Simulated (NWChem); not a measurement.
System: chloroform (CHCl₃); SMILES C(Cl)(Cl)Cl

Input file for NWChem:

```
start job
memory heap 200 mb stack 900 mb global 1100 mb
geometry units angstroms noautoz
  Cl     1.464502     0.829632    -0.074547
  C      0.000000     0.000000     0.460049
  Cl    -1.450734     0.853480    -0.074547
  Cl    -0.013769    -1.683112    -0.074547
  H      0.000000     0.000000     1.554834
end
basis spherical
  * library def2-tzvpd
end
dft
  xc becke88 lyp
  iterations 150
  semidirect filesize 400000000
  mulliken
end
task dft energy
```

The geometry was optimised at PBE0/def2-SVP.

### Question
Predict the main results of this run. (BLYP/def2-TZVPD.) Quantities: energy (Ha); highest occupied level (eV); orbital gap (eV); dipole (D).

### Answer
```
Quantity                       Result
---------------------------  --------
energy (Ha)                  -1419.33
highest occupied level (eV)     -7.35
orbital gap (eV)                 5.27
dipole (D)                       1.02
```
